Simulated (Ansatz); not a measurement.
**SiPH (singlet): wave-function methods side by side at distance Si1–P2 = 2.045 Å, 6-31G**

Aim: climb from Hartree-Fock through coupled cluster and multireference methods for SiPH (singlet) at one geometry and basis, and see what each rung misses.

Computed with Ansatz 0.2.0, Gaussian basis. Level: 6-31G, core rule «outside noble gas», up to 10 orbitals frozen.

The runs, in order: UHF; CCSD(T) on RHF; CCSD(T) on UHF; BCCD(T) on RHF; CISD; CCSDT(Q) on RHF; CCSDT(Q) on UHF; CCSDTQ on RHF; CCSDTQ on UHF; CASSCF and MRCISD+Q, 2 electrons in 2 orbitals; CASSCF and NEVPT2, 2 electrons in 2 orbitals; CASSCF and MRCISD+Q, 10 electrons in 9 orbitals; CASSCF and NEVPT2, 10 electrons in 9 orbitals; Full CI.

8 further runs of the same task are left out: 1 for a known fault of the program, 7 that didn't finish. Runs told in other sessions of the task aren't counted.

**1. The system**

The geometry derives from a PBE0/def2-TZVP stationary point (not a proven minimum). One bond is set to the value named and the two fragments are kept rigid.

3 atoms, charge 0, spin multiplicity 1.

Atoms are counted from 1 here; the program's logs count them from 0.

Bond lengths: Si1–P2 2.045 Å, P2–H3 1.492 Å. Angles: Si1–P2–H3 60.6°.

**2. UHF**

File in.yaml:

```yaml
crystal:
  periodic: [false, false, false]
  atoms:
    - {symbol: Si, position_ang: [0.000000, -0.009804, 1.076668]}
    - {symbol: P, position_ang: [0.000000, -0.032609, -0.968123]}
    - {symbol: H, position_ang: [0.000000, 1.275240, -0.250352]}
basis:
  gaussian: {orbitals: 6-31G}
magnetization: {spin_polarized: true, initial_magnetization: 0}
hamiltonian: {xc: hf}
output: {orbitals: {seedname: orbitals}}
```

Started as:

```console
> ansatz run in.yaml --threads 1 --pin off --events-out ev --progress --plain --max-ram 4096MiB --backend cpu
```

After this run come: CCSD(T) on RHF; CCSD(T) on UHF; BCCD(T) on RHF; CISD; CCSDT(Q) on RHF; CCSDT(Q) on UHF; CCSDTQ on RHF; CCSDTQ on UHF; CASSCF and MRCISD+Q, 2 electrons in 2 orbitals; CASSCF and NEVPT2, 2 electrons in 2 orbitals; CASSCF and MRCISD+Q, 10 electrons in 9 orbitals; CASSCF and NEVPT2, 10 electrons in 9 orbitals; Full CI.

Q: Predict the results of all the runs planned. Wanted: FCI from the RHF energy; RMP2 from FCI; RCCSD from FCI; RCCSD(T) from FCI; RCCSDT(Q) from FCI; NEVPT2 pair from FCI; MRCISD+Q pair from FCI; NEVPT2 valence from FCI; T1 diagnostic.

As calculated:

| quantity | value |
| --- | --- |
| FCI from the RHF energy | -3.6456 eV |
| RMP2 from FCI | +614.8 meV |
| RCCSD from FCI | +168.8 meV |
| RCCSD(T) from FCI | +34.1 meV |
| RCCSDT(Q) from FCI | +2.2 meV |
| NEVPT2 pair from FCI | +597.1 meV |
| MRCISD+Q pair from FCI | +81.3 meV |
| NEVPT2 valence from FCI | +285.8 meV |
| levels within 1 kcal/mol (43 meV) | RCCSD(T), BCCD(T), RCCSDT, RCCSDT(Q), RCCSDTQ, MRCISD valence, MRCISD+Q valence |
| T1 diagnostic | 0.023 |
| effectively unpaired electrons | 0.12 |

RCCSD(T) lands +34.1 meV from the yardstick (0.9 % of the correlation energy). One determinant dominates. Of the multireference levels listed MRCISD+Q valence comes nearest in total energy (+6.2 meV), which doesn't show that its space is the better one. These misses are within one basis, not against nature.
